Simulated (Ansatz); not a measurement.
# Copper, fcc: convergence with the plane-wave cutoff

Computed with Ansatz, PBE, scalar-relativistic PAW, on the relaxed cell (a = 3.629 Å; spin not included). Errors count from a run at 420 eV on a Γ-centred 24×24×24 mesh with Fermi-Dirac smearing of 0.1 eV, extrapolated to zero width. Fixed here: mesh 15×15×15, Fermi-Dirac width 0.1 eV. The pressure holds a Pulay correction and is unreliable far below the recommended cutoff. The SCF starts from atomic densities corrected by a trained network.

```json
{"cutoff (eV)": "150", "E(σ→0) error (meV/atom)": "89816.7", "P (GPa)": "112.57", "SCF iterations": "10"}
{"cutoff (eV)": "200", "E(σ→0) error (meV/atom)": "15347.1", "P (GPa)": "-21.54", "SCF iterations": "8"}
{"cutoff (eV)": "250", "E(σ→0) error (meV/atom)": "2574.9", "P (GPa)": "5.92", "SCF iterations": "6"}
{"cutoff (eV)": "300", "E(σ→0) error (meV/atom)": "271.7", "P (GPa)": "2.24", "SCF iterations": "6"}
{"cutoff (eV)": "350", "E(σ→0) error (meV/atom)": "14.0", "P (GPa)": "0.18", "SCF iterations": "6"}
{"cutoff (eV)": "420", "E(σ→0) error (meV/atom)": "1.5", "P (GPa)": "0.00", "SCF iterations": "6"}
{"cutoff (eV)": "500", "E(σ→0) error (meV/atom)": "-1.1", "P (GPa)": "-0.05", "SCF iterations": "6"}
{"cutoff (eV)": "600", "E(σ→0) error (meV/atom)": "-1.6", "P (GPa)": "-0.06", "SCF iterations": "6"}
{"cutoff (eV)": "800", "E(σ→0) error (meV/atom)": "-1.8", "P (GPa)": "-0.06", "SCF iterations": "6"}
```

Within 5 meV/atom of the last row: from 420 eV on.
